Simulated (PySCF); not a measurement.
## Neon: a sound run and one with changed settings

Sound run: Ne [Ne], Ne⁺ [He] 2s2 2p5. Calculation: PySCF 2.14, in cc-pVDZ-DK; the spin-free X2C one-electron Hamiltonian (Gaussian nucleus). In the sound run the correlated levels freeze 1s2. The sound run starts from symmetry-adapted Hartree-Fock orbitals and uses a fine grid where one is needed.

Changed run: a valence shell is frozen. This setting is unsound on purpose.

```tsv
species	method	sound run (hartree)	changed run (hartree)	converged
Ne	MP2	-128.81092	-128.76542	yes
Ne	CCSD(T)	-128.81544	-128.76923	yes
Ne⁺	MP2	-128.03717	-127.98976	yes
Ne⁺	CCSD(T)	-128.04846	-127.99639	yes
```

Ionisation energy of Ne:

```
 method  sound run (eV)  changed run (eV)
    UHF          19.646            19.646
    MP2          21.055            21.107
SCS-MP2          20.931            21.026
   CCSD          20.870            21.023
CCSD(T)          20.870            21.030
```

Freezing a valence shell removes pair correlation that changes on ionisation.

For comparison, NIST gives 21.565 eV between the lowest levels.
